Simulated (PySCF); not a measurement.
Species: 1-methylcyclopropene, C₄H₆.
Numbering: `[CH3:1][C:2]1=[CH:3][CH2:4]1`

Probes without a nucleus sit at each ring's centroid and 1 Å off its mean plane on both sides; NICS is minus the shielding there, NICSzz its component along the normal. Level: GIAO PBE0/pcSseg-2 (PySCF, non-relativistic, gas phase) on the PBE0-D3(BJ)/def2-TZVP geometry, one conformer.

Ring bond lengths (Å), with Mayer bond orders in brackets: C2–C3 1.289 (1.89), C3–C4 1.498 (0.98), C4–C2 1.499 (0.88).

Q: Give the NICS values of each ring in ppm.

A: 
```tsv
ring	type	NICS(0)	NICS(1), two faces	NICS(1)zz, two faces	rms pucker (Å)	centre to ring atoms, mean (Å)
C2–C3–C4	3-membered carbocycle; formal bonds 1 double, 2 single	-30.6	-7.4 / -7.4	-16.4 / -16.4	0.00	0.83
```

Q: What can be read from them?

A: 
- C2–C3–C4: mean NICS(1)zz -16.4 ppm, shielded. C4 has four or more neighbours, so the value isn't read as a sign of a π ring current. NICS(0) lies 23 ppm below the mean NICS(1).

Q: What field does 1 T along the ring normal induce along that normal at the first NICS(1) probe listed for ring C2–C3–C4, 1 Å off the ring?

A: NICSzz × B0 = -16.4 ppm × 1 T = -16 μT, against the applied field.

Q: List the ring angles and the Hirshfeld charges of the ring atoms.

A: 
- C2–C3–C4: C2 64.5° (+0.004 e), C3 64.6° (-0.071 e), C4 50.9° (-0.115 e); sum 180.0° against 180° for a flat convex ring.

Q: What are the shieldings of the ring atoms and their hydrogens in the same run (means over atoms taken as equivalent)?

A: 
| atoms | environment | σ isotropic (ppm) | principal values of the symmetric part, first atom (ppm) |
| --- | --- | --- | --- |
| C2 | fully substituted alkene carbon | 56.0 | -95.5, 86.8, 176.7 |
| C3 | alkene CH carbon | 77.5 | -63.7, 119.7, 176.4 |
| C4 | allylic carbon | 176.9 | 139.9, 148.2, 242.7 |
| H on C3 | vinylic hydrogen | 24.83 | 21.0, 25.1, 28.4 |
| H on C4 (×2) | methylene hydrogen | 30.51 | 25.1, 27.3, 39.1 |

Hardware: an AMD EPYC 7R43 with one thread (shared host). Cost: 17 s of wall time (with the writing of density and orbital grids), 1.1 GiB resident at most. This is the whole shielding run at PBE0/pcSseg-2, SCF included.
